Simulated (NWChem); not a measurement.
System: nitrogen (N2); SMILES N#N

Input file for NWChem:

```
start job
memory heap 200 mb stack 900 mb global 1100 mb
geometry units angstroms noautoz
  N      0.000000     0.000000     0.544738
  N      0.000000     0.000000    -0.544738
end
basis spherical
  * library def2-svp
end
dft
  xc xpbe96 cpbe96
  iterations 150
  mulliken
end
task dft energy
```

Parts of the log:

```
             Northwest Computational Chemistry Package (NWChem) 7.3.0
             --------------------------------------------------------

 ORDER OF PRIMARY AXIS IS BEING SET TO 4
 D4H symmetry detected

                             Geometry "geometry" -> ""
                             -------------------------

 Output coordinates in angstroms (scale by  1.889725989 to convert to a.u.)

  No.       Tag          Charge          X              Y              Z
 ---- ---------------- ---------- -------------- -------------- --------------
    1 N                    7.0000     0.00000000     0.00000000     0.54473800
    2 N                    7.0000     0.00000000     0.00000000    -0.54473800

 Effective nuclear repulsion energy (a.u.)      23.8001435562

      Symmetry information
      --------------------

 Group name             D4h
 Group number             28
 Group order              16
 No. of unique centers     1

  pbe96 is a nonlocal functional; adding pw91lda local functional.

                                 NWChem DFT Module
                                 -----------------

 Summary of "ao basis" -> "ao basis" (spherical)
 ------------------------------------------------------------------------------
       Tag                 Description            Shells   Functions and Types
 ---------------- ------------------------------  ------  ---------------------
 N                          def2-svp                 6       14   3s2p1d

      Symmetry analysis of basis
      --------------------------

        a1g         6
        a1u         0
        a2g         0
        a2u         6
        b1g         1
        b1u         1
        b2g         1
        b2u         1
        eg          6
        eu          6

            General Information
            -------------------
          SCF calculation type: DFT
          Wavefunction type:  closed shell.
          No. of atoms     :     2
          No. of electrons :    14
           Alpha electrons :     7
            Beta electrons :     7
          Charge           :     0
          Spin multiplicity:     1
          Use of symmetry is: on ; symmetry adaption is: on
          Maximum number of iterations: 150
          AO basis - number of functions:    28
                     number of shells:    12
          Convergence on energy requested:  1.00D-06
          Convergence on density requested:  1.00D-05
          Convergence on gradient requested:  5.00D-04

              XC Information
              --------------
          PerdewBurkeErnzerhof Exchange Functional  1.000
            Perdew 1991 LDA Correlation Functional  1.000 local
           PerdewBurkeErnz. Correlation Functional  1.000 non-local

             Grid Information
             ----------------
          Grid used for XC integration:  medium
          Radial quadrature: Mura-Knowles
          Angular quadrature: Lebedev.
          Tag              B.-S. Rad. Rad. Pts. Rad. Cut. Ang. Pts.
          ---              ---------- --------- --------- ---------
          N                   0.65       49           5.0       434
          Grid pruning is: on
          Number of quadrature shells:    49
          Spatial weights used:  Erf1

      Superposition of Atomic Density Guess
      -------------------------------------

 Sum of atomic energies:        -108.48836318

      Non-variational initial energy
      ------------------------------

 Total energy =    -109.042254
 1-e energy   =    -194.155236
 2-e energy   =      61.312839
 HOMO         =      -0.427390
 LUMO         =       0.033726

      Symmetry analysis of molecular orbitals - initial
      -------------------------------------------------

 !! scf_movecs_sym_adapt:    4 vectors were symmetry contaminated

  Symmetry fudging

 !! scf_movecs_sym_adapt:    4 vectors were symmetry contaminated

  Numbering of irreducible representations:

     1 a1g         2 a1u         3 a2g         4 a2u         5 b1g
     6 b1u         7 b2g         8 b2u         9 eg         10 eu

  Orbital symmetries:

     1 a1g         2 a2u         3 a1g         4 a2u         5 eu
     6 eu          7 a1g         8 eg          9 eg         10 a2u
    11 a1g        12 a1g        13 a2u        14 eu         15 eu
    16 eg         17 eg

     ---------------------------------------------
      Total Density - Mulliken Population Analysis
     ---------------------------------------------

    Atom       Charge   Shell Charges
 -----------   ------   -------------------------------------------------------
    1 N    7     7.00   1.99  1.12  0.69  2.08  1.08  0.04
    2 N    7     7.00   1.99  1.12  0.69  2.08  1.08  0.04

   convergence    iter        energy       DeltaE   RMS-Dens  Diis-err
 ---------------- ----- ----------------- --------- --------- ---------
 d= 0,ls=0.0,diis     1   -109.3012219693 -1.33D+02  1.51D-02  1.81D-01
 d= 0,ls=0.0,diis     2   -109.3129597920 -1.17D-02  7.07D-03  5.34D-02
 d= 0,ls=0.0,diis     3   -109.3195035753 -6.54D-03  1.19D-03  2.11D-03
 d= 0,ls=0.0,diis     4   -109.3197707905 -2.67D-04  3.68D-05  4.94D-07
 d= 0,ls=0.0,diis     5   -109.3197708407 -5.02D-08  6.43D-06  1.63D-08

         Total DFT energy =     -109.319770840728
      One electron energy =     -194.744426457503
           Coulomb energy =       75.208067204261
    Exchange-Corr. energy =      -13.583555143641
 Nuclear repulsion energy =       23.800143556155

 Numeric. integr. density =       14.000000535913

                  Occupations of the irreducible representations
                  ----------------------------------------------

[...]
```

Level: PBE/def2-SVP. Geometry: optimised at PBE0-D3(BJ)/def2-TZVP.
